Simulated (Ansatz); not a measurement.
# BH (triplet): wave-function methods side by side, def2-QZVPP

One table from this session's results is given with a row withheld; the runs are named, their logs left out.

Computed with Ansatz 0.2.0, Gaussian basis. Level: def2-QZVPP, core rule «outside noble gas», up to 1 orbitals frozen.

Plan: UHF; ROHF; CCSD(T) on UHF.

2 further runs of the same task are left out: 2 set aside as unsound or not needed.

## What is computed

The geometry is a PBE0/def2-TZVP stationary point (not a proven minimum) of the parent state, kept for this charge and spin.

2 atoms, charge 0, spin multiplicity 3.

Atoms are counted from 1 here; the program's logs count them from 0.

Bond lengths: B1–H2 1.241 Å.

The first run:

Contents of in.yaml:

```yaml
crystal:
  periodic: [false, false, false]
  atoms:
    - {symbol: B, position_ang: [0.000000, 0.000000, 0.000000]}
    - {symbol: H, position_ang: [0.000000, 0.000000, 1.241044]}
basis:
  gaussian: {orbitals: "def2-QZVPP.json"}
magnetization: {spin_polarized: true, initial_magnetization: 2}
hamiltonian: {xc: hf}
output: {orbitals: {seedname: orbitals}}
```

The run is started by

```console
$ ansatz run in.yaml --threads 1 --pin off --events-out ev --progress --plain --max-ram 2393MiB
```

Among the steps run: UHF; ROHF; CCSD(T) on UHF.

One table of the session follows, with a row left open; its other results are not shown here.

| method | from UCCSD(T) (meV) |
| --- | --- |
| ROHF | +1912.1 |
| UHF | +1876.9 |
| UMP2 | +413.0 |
| UCCSD | ? |
| UCCSD(T) | 0 |

**Question.** Estimate the row for UCCSD.

The run gave: from UCCSD(T) (meV): +43.9. In the column «from UCCSD(T) (meV)» it lies between UCCSD(T) (0) and UMP2 (+413.0).
